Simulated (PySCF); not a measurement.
# O2: g tensor and hyperfine couplings

Species: oxygen, O2 (triplet state).
Z-matrix (Å and degrees, PBE0-D3(BJ)/def2-SVP geometry), rows numbered from 1:
```
O 
O   1  1.1882
```

Identity: `O=O` (oxygen) [triplet].

The calculation used UKS B3LYP, IGLO-III on O, non-relativistic, mean-field spin-orbit, GIAO (PySCF). Geometry: PBE0-D3(BJ)/def2-SVP; no solvent, vibrations or thermal averaging.

```json
{
  "g1, g2, g3": "2.00203, 2.00469, 2.00469",
  "g_iso": "2.00380",
  "Form of g": "axial",
  "⟨S²⟩": "2.0089 (exact 2.0000)",
  "D, E": "3.345, 0.000 cm⁻¹",
  "α and β electrons": "9, 7",
  "HOMO–LUMO gap, α and β orbitals": "11.86, 9.77 eV",
  "Total energy": "-150.39058 Eh",
  "Basis functions": "70"
}
```

Hyperfine couplings atom by atom, in G; T1 to T3 are the principal values of the dipolar part; ρ(0) is the spin density at the nucleus (MHz turned into gauss with g_iso; 10 G = 1 mT):

```csv
atom,isotope,a_iso,T1,T2,T3,Mulliken spin population,ρ(0) (bohr⁻³)
O1,17O,-13.6,-16.5,-16.5,33.1,1.00,0.1261
O2,17O,-13.6,-16.5,-16.5,33.1,1.00,0.1261
```

Largest spin populations (Mulliken): O2 (+1.00) and O1 (+1.00).

Axes: g1 lies along the molecular axis.

The 17O coupling of O1/O2 (mean -38.2 MHz) shows only in satellite lines or after enrichment, since that isotope makes up about 0.038 % of natural oxygen.
